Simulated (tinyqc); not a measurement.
Worked calculation: UHF in the sto-6g basis, for H2O, spin multiplicity 1. One step of it, computed by the program tinyqc.

Task: Iteration 1: building the Fock matrix. J_ij = sum D_kl (ij|kl) with D = D(alpha) + D(beta), K_ij = sum D_kl (ik|jl) for each spin; F = H + J - K(s); E = tr D H + tr D J / 2 - 0.5 sum_s tr D(s) K(s) + E_nn.

D(alpha) at the start:
```
            1O 1s      1O 2s     1O 2px     1O 2py     1O 2pz      2H 1s      3H 1s
1O 1s    1.031451  -0.128440   0.005152  -0.005099   0.051835  -0.062666  -0.071600
1O 2s   -0.128440   0.594119  -0.024819   0.021691  -0.197122   0.162922   0.187134
1O 2px   0.005152  -0.024819   0.960530  -0.142868  -0.012410   0.192491  -0.142598
1O 2py  -0.005099   0.021691  -0.142868   0.737145   0.008273   0.155390  -0.158066
1O 2pz   0.051835  -0.197122  -0.012410   0.008273   0.917499   0.055485   0.064716
2H 1s   -0.062666   0.162922   0.192491   0.155390   0.055485   0.146036  -0.005455
3H 1s   -0.071600   0.187134  -0.142598  -0.158066   0.064716  -0.005455   0.145676
```

D(beta) at the start:
```
            1O 1s      1O 2s     1O 2px     1O 2py     1O 2pz      2H 1s      3H 1s
1O 1s    1.031451  -0.128440  -0.005152  -0.005099   0.051835  -0.062666  -0.071600
1O 2s   -0.128440   0.594119   0.024819   0.021691  -0.197122   0.162922   0.187134
1O 2px  -0.005152   0.024819   0.960530   0.142868   0.012410  -0.192491   0.142598
1O 2py  -0.005099   0.021691   0.142868   0.737145   0.008273   0.155390  -0.158066
1O 2pz   0.051835  -0.197122   0.012410   0.008273   0.917499   0.055485   0.064716
2H 1s   -0.062666   0.162922  -0.192491   0.155390   0.055485   0.146036  -0.005455
3H 1s   -0.071600   0.187134   0.142598  -0.158066   0.064716  -0.005455   0.145676
```

core Hamiltonian H = T + V (hartree):
```
             1O 1s      1O 2s     1O 2px     1O 2py     1O 2pz      2H 1s      3H 1s
1O 1s   -32.965658  -7.286434   0.000000   0.001278  -0.017639  -1.412493  -1.613569
1O 2s    -7.286434  -9.182833   0.000000   0.012518  -0.200259  -3.172080  -3.493552
1O 2px    0.000000   0.000000  -7.421836   0.000000   0.000000   0.000000   0.000000
1O 2py    0.001278   0.012518   0.000000  -7.556502   0.006970  -1.792542   1.929985
1O 2pz   -0.017639  -0.200259   0.000000   0.006970  -7.502864  -1.448820  -1.558668
2H 1s    -1.412493  -3.172080   0.000000  -1.792542  -1.448820  -4.718221  -1.329331
3H 1s    -1.613569  -3.493552   0.000000   1.929985  -1.558668  -1.329331  -4.918410
```

Two-electron integrals (ij|kl) in chemists' order, unique and non-zero (hartree):
```
(11|11) 4.787491    (21|11) 0.675884    (21|21) 0.121505    (22|11) 1.117379
(22|21) 0.249212    (22|22) 0.817383    (31|31) 0.025762    (32|31) 0.039145
(32|32) 0.180664    (33|11) 1.117381    (33|21) 0.249212    (33|22) 0.817382
(33|33) 0.880663    (41|41) 0.025762    (42|41) 0.039145    (42|42) 0.180664
(43|43) 0.047461    (44|11) 1.117381    (44|21) 0.249212    (44|22) 0.817382
(44|33) 0.785741    (44|44) 0.880663    (51|51) 0.025762    (52|51) 0.039145
(52|52) 0.180664    (53|53) 0.047461    (54|54) 0.047461    (55|11) 1.117381
(55|21) 0.249212    (55|22) 0.817382    (55|33) 0.785741    (55|44) 0.785741
(55|55) 0.880663    (61|11) 0.138693    (61|21) 0.023901    (61|22) 0.047961
(61|33) 0.047858    (61|41) 0.000925    (61|42) 0.001808    (61|44) 0.048051
(61|51) 0.000717    (61|52) 0.001402    (61|54) 0.000149    (61|55) 0.047974
(61|61) 0.004792    (62|11) 0.341620    (62|21) 0.077281    (62|22) 0.281206
(62|33) 0.276503    (62|41) 0.004896    (62|42) 0.036349    (62|44) 0.285315
(62|51) 0.003795    (62|52) 0.028180    (62|54) 0.006831    (62|55) 0.281799
(62|61) 0.015289    (62|62) 0.121083    (63|31) 0.008526    (63|32) 0.048196
(63|43) 0.007474    (63|53) 0.005794    (63|63) 0.016987    (64|11) 0.196636
(64|21) 0.045108    (64|22) 0.175062    (64|33) 0.167212    (64|41) 0.011019
(64|42) 0.069484    (64|44) 0.187532    (64|51) 0.001932    (64|52) 0.016503
(64|54) 0.009959    (64|55) 0.170441    (64|61) 0.009325    (64|62) 0.091644
(64|64) 0.085577    (65|11) 0.152440    (65|21) 0.034970    (65|22) 0.135715
(65|33) 0.129629    (65|41) 0.001932    (65|42) 0.016503    (65|44) 0.133794
(65|51) 0.010024    (65|52) 0.060990    (65|54) 0.010703    (65|55) 0.143721
(65|61) 0.007229    (65|62) 0.071046    (65|64) 0.053173    (65|65) 0.058209
(66|11) 0.489645    (66|21) 0.112829    (66|22) 0.470019    (66|33) 0.451390
(66|41) 0.009148    (66|42) 0.093242    (66|44) 0.486297    (66|51) 0.007092
(66|52) 0.072285    (66|54) 0.027061    (66|55) 0.472369    (66|61) 0.022543
(66|62) 0.258192    (66|64) 0.223009    (66|65) 0.172885    (66|66) 0.774999
(71|11) 0.158593    (71|21) 0.027321    (71|22) 0.054793    (71|33) 0.054675
(71|41) -0.001054   (71|42) -0.002057   (71|44) 0.054896    (71|51) 0.000818
(71|52) 0.001597    (71|54) -0.000172   (71|55) 0.054808    (71|61) 0.005396
(71|62) 0.016875    (71|64) 0.009390    (71|65) 0.007980    (71|66) 0.024575
(71|71) 0.006262    (72|11) 0.378171    (72|21) 0.085489    (72|22) 0.309537
(72|33) 0.304449    (72|41) -0.005395   (72|42) -0.039472   (72|44) 0.313975
(72|51) 0.004187    (72|52) 0.030634    (72|54) -0.007393   (72|55) 0.310186
(72|61) 0.016342    (72|62) 0.106980    (72|64) 0.056142    (72|65) 0.060826
(72|66) 0.185037    (72|71) 0.019315    (72|72) 0.144606    (73|31) 0.009592
(73|32) 0.053679    (73|43) -0.008180   (73|53) 0.006348    (73|63) 0.014667
(73|73) 0.020685    (74|11) -0.212920   (74|21) -0.048824   (74|22) -0.188569
(74|33) -0.180024   (74|41) 0.012310    (74|42) 0.076511    (74|44) -0.202172
(74|51) -0.002109   (74|52) -0.017720   (74|54) 0.010840    (74|55) -0.183510
(74|61) -0.008878   (74|62) -0.054396   (74|64) -0.014402   (74|65) -0.030294
(74|66) -0.083838   (74|71) -0.011548   (74|72) -0.107127   (74|74) 0.099236
(75|11) 0.165243    (75|21) 0.037892    (75|22) 0.146345    (75|33) 0.139713
(75|41) -0.002109   (75|42) -0.017720   (75|44) 0.144205    (75|51) 0.011229
(75|52) 0.067431    (75|54) -0.011666   (75|55) 0.155115    (75|61) 0.007582
(75|62) 0.059974    (75|64) 0.030732    (75|65) 0.048215    (75|66) 0.113392
(75|71) 0.008962    (75|72) 0.083139    (75|74) -0.060962   (75|75) 0.067996
(76|11) 0.132138    (76|21) 0.030181    (76|22) 0.118509    (76|33) 0.115809
(76|41) 0.000037    (76|42) 0.000417    (76|44) 0.118095    (76|51) 0.002346
(76|52) 0.020392    (76|54) 0.000108    (76|55) 0.121624    (76|61) 0.005908
(76|62) 0.050648    (76|64) 0.033325    (76|65) 0.033360    (76|66) 0.111813
(76|71) 0.006743    (76|72) 0.054773    (76|74) -0.034809   (76|75) 0.035482
(76|76) 0.025775    (77|11) 0.514520    (77|21) 0.118472    (77|22) 0.489777
(77|33) 0.470094    (77|41) -0.009895   (77|42) -0.098277   (77|44) 0.506945
(77|51) 0.007679    (77|52) 0.076271    (77|54) -0.028599   (77|55) 0.492290
(77|61) 0.022583    (77|62) 0.174960    (77|64) 0.081730    (77|65) 0.108923
(77|66) 0.322644    (77|71) 0.027062    (77|72) 0.287018    (77|74) -0.242924
(77|75) 0.188529    (77|76) 0.111813    (77|77) 0.774999
```

nuclear repulsion = 8.60330354 hartree

Give: Coulomb J; exchange K(alpha); exchange K(beta); F(alpha); F(beta); total energy of this density.

Result:

Coulomb J (hartree):
```
          1O 1s   1O 2s  1O 2px   1O 2py   1O 2pz   2H 1s    3H 1s
1O 1s   17.7499  3.1753  0.0000   0.0008  -0.0084  0.6283   0.7180
1O 2s    3.1753  8.3841  0.0000   0.0016   0.0015  2.8482   3.1366
1O 2px   0.0000  0.0000  8.3697   0.0000   0.0000  0.0000   0.0000
1O 2py   0.0008  0.0016  0.0000   8.3897  -0.0012  1.7615  -1.8974
1O 2pz  -0.0084  0.0015  0.0000  -0.0012   8.3930  1.3703   1.4783
2H 1s    0.6283  2.8482  0.0000   1.7615   1.3703  4.7861   1.1967
3H 1s    0.7180  3.1366  0.0000  -1.8974   1.4783  1.1967   4.9789
```

exchange K(alpha) (hartree):
```
          1O 1s    1O 2s   1O 2px   1O 2py   1O 2pz   2H 1s    3H 1s
1O 1s    4.8843   0.7909   0.0004  -0.0003   0.0047  0.1637   0.1868
1O 2s    0.7909   1.2734  -0.0119   0.0035  -0.0545  0.5078   0.5555
1O 2px   0.0004  -0.0119   1.0933  -0.0586  -0.0051  0.0371  -0.0284
1O 2py  -0.0003   0.0035  -0.0586   1.0621  -0.0002  0.3033  -0.3198
1O 2pz   0.0047  -0.0545  -0.0051  -0.0002   1.1156  0.2134   0.2295
2H 1s    0.1637   0.5078   0.0371   0.3033   0.2134  0.4807   0.1999
3H 1s    0.1868   0.5555  -0.0284  -0.3198   0.2295  0.1999   0.5357
```

exchange K(beta) (hartree):
```
          1O 1s    1O 2s   1O 2px   1O 2py   1O 2pz    2H 1s    3H 1s
1O 1s    4.8843   0.7909  -0.0004  -0.0003   0.0047   0.1637   0.1868
1O 2s    0.7909   1.2734   0.0119   0.0035  -0.0545   0.5078   0.5555
1O 2px  -0.0004   0.0119   1.0933   0.0586   0.0051  -0.0371   0.0284
1O 2py  -0.0003   0.0035   0.0586   1.0621  -0.0002   0.3033  -0.3198
1O 2pz   0.0047  -0.0545   0.0051  -0.0002   1.1156   0.2134   0.2295
2H 1s    0.1637   0.5078  -0.0371   0.3033   0.2134   0.4807   0.1999
3H 1s    0.1868   0.5555   0.0284  -0.3198   0.2295   0.1999   0.5357
```

F(alpha) (hartree):
```
           1O 1s    1O 2s   1O 2px   1O 2py   1O 2pz    2H 1s    3H 1s
1O 1s   -20.1000  -4.9021  -0.0004   0.0024  -0.0307  -0.9480  -1.0824
1O 2s    -4.9021  -2.0721   0.0119   0.0106  -0.1442  -0.8317  -0.9125
1O 2px   -0.0004   0.0119  -0.1455   0.0586   0.0051  -0.0371   0.0284
1O 2py    0.0024   0.0106   0.0586  -0.2290   0.0059  -0.3343   0.3524
1O 2pz   -0.0307  -0.1442   0.0051   0.0059  -0.2255  -0.2919  -0.3098
2H 1s    -0.9480  -0.8317  -0.0371  -0.3343  -0.2919  -0.4128  -0.3326
3H 1s    -1.0824  -0.9125   0.0284   0.3524  -0.3098  -0.3326  -0.4752
```

F(beta) (hartree):
```
           1O 1s    1O 2s   1O 2px   1O 2py   1O 2pz    2H 1s    3H 1s
1O 1s   -20.1000  -4.9021   0.0004   0.0024  -0.0307  -0.9480  -1.0824
1O 2s    -4.9021  -2.0721  -0.0119   0.0106  -0.1442  -0.8317  -0.9125
1O 2px    0.0004  -0.0119  -0.1455  -0.0586  -0.0051   0.0371  -0.0284
1O 2py    0.0024   0.0106  -0.0586  -0.2290   0.0059  -0.3343   0.3524
1O 2pz   -0.0307  -0.1442  -0.0051   0.0059  -0.2255  -0.2919  -0.3098
2H 1s    -0.9480  -0.8317   0.0371  -0.3343  -0.2919  -0.4128  -0.3326
3H 1s    -1.0824  -0.9125  -0.0284   0.3524  -0.3098  -0.3326  -0.4752
```

total energy of this density = -75.299614 hartree

This density is the starting one.
